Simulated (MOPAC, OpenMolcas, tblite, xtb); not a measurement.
## A ladder of methods for SiNH5O (SMILES N[SiH2]O)

SiNH5O has 8 atoms, charge 0, and is taken as a singlet. SMILES: `N[SiH2]O`. The coordinates come from a GFN2-xTB relaxation. This is one conformer, not always the lowest.

```jsonl
{"atom": "N", "x (Å)": "-0.8424", "y (Å)": "0.7402", "z (Å)": "-0.7642"}
{"atom": "Si", "x (Å)": "0.4730", "y (Å)": "0.1240", "z (Å)": "0.1510"}
{"atom": "O", "x (Å)": "0.1103", "y (Å)": "-1.3575", "z (Å)": "0.7454"}
{"atom": "H", "x (Å)": "-1.0797", "y (Å)": "0.2772", "z (Å)": "-1.6267"}
{"atom": "H", "x (Å)": "-1.6885", "y (Å)": "0.9853", "z (Å)": "-0.2758"}
{"atom": "H", "x (Å)": "0.6901", "y (Å)": "1.0563", "z (Å)": "1.2541"}
{"atom": "H", "x (Å)": "1.6082", "y (Å)": "0.0215", "z (Å)": "-0.7622"}
{"atom": "H", "x (Å)": "0.7290", "y (Å)": "-1.8471", "z (Å)": "1.2784"}
```

Each level gives the dipole moment (D). The values are calculated.

```json
{"level": "IPEA1-xTB", "kind": "semi-empirical", "program": "tblite", "value (D)": "1.69"}
{"level": "PM6", "kind": "semi-empirical", "program": "MOPAC", "value (D)": "1.12"}
{"level": "GFN1-xTB", "kind": "semi-empirical", "program": "tblite", "value (D)": "1.66"}
{"level": "GFN0-xTB", "kind": "semi-empirical", "program": "xtb", "value (D)": "1.80"}
{"level": "HF/ANO-XS-MB (DKH2)", "kind": "Hartree–Fock", "program": "OpenMolcas", "value (D)": "0.47"}
{"level": "HF/STO-3G", "kind": "Hartree–Fock", "program": "OpenMolcas", "value (D)": "1.00"}
{"level": "HF/3-21G", "kind": "Hartree–Fock", "program": "OpenMolcas", "value (D)": "1.11"}
{"level": "HF/def2-SVP", "kind": "Hartree–Fock", "program": "OpenMolcas", "value (D)": "0.88"}
{"level": "HF/6-311++G(2d,2p) (RICD fitting)", "kind": "Hartree–Fock", "program": "OpenMolcas", "value (D)": "0.85"}
{"level": "PBE/6-31G* (spherical functions)", "kind": "GGA", "program": "OpenMolcas", "value (D)": "0.87"}
```

The values span 0.47 to 1.80 D. Magnitudes only: a small dipole may point the other way at some levels. Sets without polarisation functions give poor dipoles. Without the sets that lack polarisation functions the rows with a basis span only 0.85 to 0.88 D.
